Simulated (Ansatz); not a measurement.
Frontier orbitals of C4H8F2 (`CCC(F)CF`).

Z-matrix (Å, degrees):
```
C
C 1 1.518
H 1 1.093 2 111.1
H 1 1.091 2 110.9 3 119.9
H 1 1.091 2 110.9 3 -119.9
C 2 1.513 1 112.7 3 -60.8
H 2 1.095 1 110.2 3 60.0
H 2 1.096 1 110.2 3 177.6
C 6 1.504 2 112.3 1 -178.5
F 6 1.389 2 109.3 1 -58.1
H 6 1.097 2 110.8 1 59.0
F 9 1.378 6 110.8 2 -171.3
H 9 1.095 6 110.0 2 -51.7
H 9 1.094 6 110.1 2 69.1
```

Charge 0, multiplicity 1. Geometry: relaxed with PBE0-D4/def2-TZVP. It is one conformer, not always the lowest. Basis def2-TZVPP, Ansatz.

| functional | HOMO (eV) | LUMO (eV) |
| --- | --- | --- |
| PBE | -7.49 | 0.33 |

(1) Give HOMO and LUMO (eV) with LDA (SPW92), revPBE, BLYP, r2SCAN, B97M-V, PBE0, B3LYP, r2SCANh, r2SCAN0, HSE06 (plane-wave form), BHLYP, CAM-B3LYP, LC-ωPBE, ωB97X-V, ωB97M-V, HF. (Estimate.)

Answers

(1) The calculation gave: 
| functional | HOMO | LUMO |
| --- | --- | --- |
| LDA (SPW92) | -7.66 | 0.16 |
| revPBE | -7.42 | 0.41 |
| BLYP | -7.45 | 0.30 |
| r2SCAN | -7.86 | 1.10 |
| B97M-V | -8.05 | 0.49 |
| PBE0 | -9.18 | 1.13 |
| B3LYP | -8.97 | 0.77 |
| r2SCANh | -8.49 | 1.33 |
| r2SCAN0 | -9.42 | 1.65 |
| HSE06 (plane-wave form) | -8.77 | 0.76 |
| BHLYP | -10.81 | 1.70 |
| CAM-B3LYP | -10.70 | 1.87 |
| LC-ωPBE | -11.97 | 3.18 |
| ωB97X-V | -11.66 | 2.98 |
| ωB97M-V | -11.57 | 2.55 |
| HF | -13.19 | 3.64 |

B3LYP here is the variant with VWN-RPA as its local correlation; programs differ in this. LC-ωPBE has ω = 0.4 bohr⁻¹. Positive LUMOs are unbound and depend on the basis.
